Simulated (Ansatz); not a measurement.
Basis-set extrapolation for C₂H₅F₂N (`NCC(F)F`) (PBE0-D4/def2-TZVP geometry, frozen core, Ansatz). Multiplicity 1, RHF reference.

```
                      def2-TZVPP   def2-QZVPP
                 HF  -332.116166  -332.131080
    MP2 correlation    -1.049401    -1.135561
CCSD(T) correlation    -1.112167      not run
```

Energies in hartree. Use E(X) = E(∞) + A·exp(−7.88·√X) for Hartree–Fock and E(X) = E(∞) + B·X^(−2.97) for correlation, with X = 3 and 4, and add CCSD(T) minus MP2 of the smaller set to the MP2 limit.

Problem. What is the CCSD(T) energy at the basis-set limit?

Solution. HF limit: -332.131080 + (-0.014914) × 0.13774 = -332.13313. MP2 limit: -1.135561 + (-0.086160) × 0.74074 = -1.19938. Higher-order term: -1.112167 − (-1.049401) = -0.06277. Total: -333.39528 hartree, 104.8 kcal/mol below CCSD(T)/def2-TZVPP.
